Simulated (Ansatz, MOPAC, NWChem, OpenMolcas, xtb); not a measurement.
**[CF3]+ (SMILES F[C+](F)F): the zero-point energy at each level's own minimum, rung by rung**

[CF3]+, singlet, SMILES `F[C+](F)F`. Each level relaxes the structure for itself.

Each level gives the zero-point energy at each level's own minimum (kJ/mol). The values are calculated.

```
                          level            kind     program  value (kJ/mol)
                       GFN1-xTB  semi-empirical         xtb            35.2
                          MNDOD  semi-empirical       MOPAC            41.4
                        PM6-ORG  semi-empirical       MOPAC            33.5
                           PM7-  semi-empirical       MOPAC            35.1
                       HF/3-21G    Hartree–Fock  OpenMolcas            39.6
HF/6-31G* (Cartesian functions)    Hartree–Fock  OpenMolcas            41.8
                     HF/cc-pVTZ    Hartree–Fock  OpenMolcas            42.2
            PBE-D3(BJ)/def2-SVP             GGA      NWChem            37.3
          PBE0-D3(BJ)/def2-TZVP   global hybrid      NWChem            38.8
              PBE0-D4/def2-TZVP   global hybrid      Ansatz            38.8
```

Harmonic and unscaled. The values span 33.5 to 42.2 kJ/mol.
